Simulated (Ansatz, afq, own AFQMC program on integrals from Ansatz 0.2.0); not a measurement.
**Where AFQMC and coupled cluster stand for SiNH$_{3}$⁺, doublet**

```xyz
5

Si    0.0000   -0.0298    0.5045
N     0.0000    0.1142   -1.0818
H     0.0000   -1.2620    1.3427
H     0.0000    1.2045    1.3150
H     0.0000   -0.7003   -1.6823
```

Connectivity, by distances: SiH2–NH.

Basis cc-pVTZ. Noble-gas cores (and the filled d shells of Ga–Kr and In–Xe) are frozen. Integrals, coupled cluster, full CI and functionals: Ansatz 0.2.0; the random walks run on the same integrals in our own AFQMC program. The CISD trial takes its coefficients from CCSD amplitudes. Released means that phaseless walkers are propagated on without the constraint, phases kept. ± is one standard error of the sampling.

Determinant: UHF, the one that the program's search chose, which needn't be the lowest solution. The geometry is a PBE0/def2-TZVP stationary point of this or a neighbouring charge and spin state.

No full CI on the walks' own integrals is used here. The released AFQMC energy serves as the reference, which it does only where one determinant dominates, the energy is flat over the last release times and near the phaseless one (40 meV or 2 meV an electron, half that with transition metals). On small molecules, where full CI could be run and the noise was under 10 meV, such values lay within 10 meV of it in 19 cases of 20, a flattering rate, since the rule was set on those same cases; what remains of the bias isn't in the error bar.

Cautions: the released value is read at 1.50 1/Eh (meV from the phaseless value at times in 1/Eh: 1 ± 4 at 0.24, -8 ± 3 at 0.50, -16 ± 6 at 1.00, -15 ± 7 at 1.50).

- T1 diagnostic: 0.0238
- weight of the determinant in the CISD state: 0.879
- ⟨S²⟩ of the determinant: 0.779
- size of the correlated space: 11 electrons in 100 orbitals

```tsv
level	correlation energy (eV)
MP2	-7.2393
CCSD	-8.1116
CCSD(T)	-8.3956
```

(1) Estimate where AFQMC with the constraint released lies against CCSD(T) on the same integrals.

(1) 5.3 ± 0.6 kJ/mol below CCSD(T).

Reference: AFQMC with the constraint released, correlation energy -8.451 ± 0.007 eV.

```json
{"level": "CCSD(T)", "E − E(reference) (kJ/mol)": "5.3 ± 0.6", "share of correlation (%)": "99.35"}
{"level": "ph-AFQMC/CISD", "E − E(reference) (kJ/mol)": "1.5 ± 0.8", "share of correlation (%)": "99.82"}
```

A walk keeps the symmetry of its determinant, which the program's search chose and which needn't be the lowest solution, so a lower state of the same spin and another symmetry isn't excluded. Released energies are given only where the last usable release times agree within the noise; a slower fall can still hide under it.
